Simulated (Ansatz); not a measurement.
# CH₃ (doublet): wave-function methods side by side, def2-TZVPP

The task here is to estimate one member of a computed series from the others.

Computed with Ansatz 0.2.0, Gaussian basis. Level: def2-TZVPP, core rule «outside noble gas», up to 1 orbitals frozen.

Plan: UHF; ROHF; CCSD(T) on UHF.

2 further runs of the same task are left out: 2 set aside as unsound or not needed.

## What is computed

The geometry is a PBE0/def2-TZVP stationary point (not a proven minimum).

4 atoms, charge 0, spin multiplicity 2.

Atoms are counted from 1 here; the program's logs count them from 0.

Bond lengths: C1–H2 1.080 Å, C1–H3 1.080 Å, C1–H4 1.080 Å. Angles: H2–C1–H3 120.0°, H2–C1–H4 120.0°, H3–C1–H4 120.0°.

Geometry (Å):

```xyz
4
charge 0, multiplicity 2
C     0.0000    0.0000    0.0000
H     1.0799    0.0140   -0.0003
H    -0.5521    0.9282   -0.0027
H    -0.5278   -0.9423    0.0031
```

The first run:

Contents of in.yaml:

```yaml
crystal:
  periodic: [false, false, false]
  atoms:
    - {symbol: C, position_ang: [0.000000, 0.000000, 0.000000]}
    - {symbol: H, position_ang: [1.079931, 0.014026, -0.000321]}
    - {symbol: H, position_ang: [-0.552113, 0.928231, -0.002734]}
    - {symbol: H, position_ang: [-0.527818, -0.942256, 0.003055]}
basis:
  gaussian: {orbitals: def2-TZVPP}
magnetization: {spin_polarized: true, initial_magnetization: 1}
hamiltonian: {xc: hf}
output: {orbitals: {seedname: orbitals}}
```

Command:

```sh
ansatz run in.yaml --threads 1 --pin off --events-out ev --progress --plain --max-ram 2560MiB --backend cpu
```

Among the steps run: UHF; ROHF; CCSD(T) on UHF.

One of the session's tables, all rows but one given; the rest of the session is left out.

It belongs to the step «Misses and costs». 

```
  method  from UCCSD(T) (meV)
    ROHF              +5104.4
     UHF              +4981.2
    UMP2               +692.0
   UCCSD                    ?
UCCSD(T)                    0
```

Q: Estimate the row for UCCSD from the others.

As computed: from UCCSD(T) (meV): +127.4. In the column «from UCCSD(T) (meV)» it lies between UCCSD(T) (0) and UMP2 (+692.0).

With the free atoms at the same levels and basis (separate runs), the atomisation energy is 13.096 eV at UCCSD(T), 10.536 eV at ROHF.
